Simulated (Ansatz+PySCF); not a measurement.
A calculation with PySCF 2.14.0.

```python
from pyscf import gto, scf, cc

mol = gto.M(atom="""
Mg 0.000000 0.000000 0.000000
O 0.000000 0.000000 2.140000
""", basis='sto-3g', charge=0, spin=0)
mf = scf.UHF(mol)
mf.kernel()
mycc = cc.CCSD(mf, frozen=6).run()
et = mycc.ccsd_t()
print(mf.e_tot, mycc.e_corr, et, mycc.e_tot + et)
```

The script is written out from the run's settings.

Output:

```json
{
 "Converged": "yes",
 "Reference energy": "-270.73708 hartree",
 "CCSD correlation energy": "-0.08115 hartree",
 "Triples correction": "-0.00070 hartree",
 "Total energy": "-270.81893 hartree",
 "Spin squared of the determinant": "0.000"
}
```

This is not the lowest solution: another run reaches a determinant 2.34 eV lower. Caution: large amplitudes, a single reference is doubtful.
